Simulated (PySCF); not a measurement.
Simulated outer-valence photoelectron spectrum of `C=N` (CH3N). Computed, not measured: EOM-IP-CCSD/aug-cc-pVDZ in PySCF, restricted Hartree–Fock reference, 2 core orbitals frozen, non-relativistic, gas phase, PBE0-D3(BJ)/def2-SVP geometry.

Each root has a Gaussian of 0.6 eV full width with its one-hole share as area; cross sections and vibrations are left out, and the highest printed point is 100.

```
ionisation energy (eV)  intensity
                   9.6          0
                   9.8          3
                  10.0         17
                  10.2         55
                  10.4         97
                  10.6         92
                  10.8         47
                  11.0         13
                  11.2          2
                  11.4          0
                  11.6          0
                  11.8          3
                  12.0         16
                  12.2         55
                  12.4         97
                  12.6         94
                  12.8         49
                  13.0         14
                  13.2          2
                  13.4          0
                  13.6          0
                  13.8          0
                  14.0          0
                  14.2          0
                  14.4          1
                  14.6         10
                  14.8         40
                  15.0         86
                  15.2        100
                  15.4         62
                  15.6         21
                  15.8          4
                  16.0          0
                  16.2          0
                  16.4          0
                  16.6          3
                  16.8         20
                  17.0         60
                  17.2         98
                  17.4         87
                  17.6         42
                  17.8         11
                  18.0          1
```

Problem. Where are the maxima, and how many lines lie under the curve?

Solution. 4 maxima, at 10.5, 12.5, 15.1 and 17.3 eV, from 4 lines.

Problem. List the lines with their holes.

Solution. 
```csv
E (eV),leading hole (HF orbital),area,Koopmans (eV)
10.48,HOMO,0.95,11.72
12.49,HOMO-1,0.96,12.33
15.15,HOMO-2,0.95,16.40
17.26,HOMO-3,0.93,18.63
```

The widest gap, 2.66 eV, lies between 12.49 and 15.15 eV. Only orbitals with −ε under 21 eV, eight at most, were ionised, so the high end of the curve may lack lines.
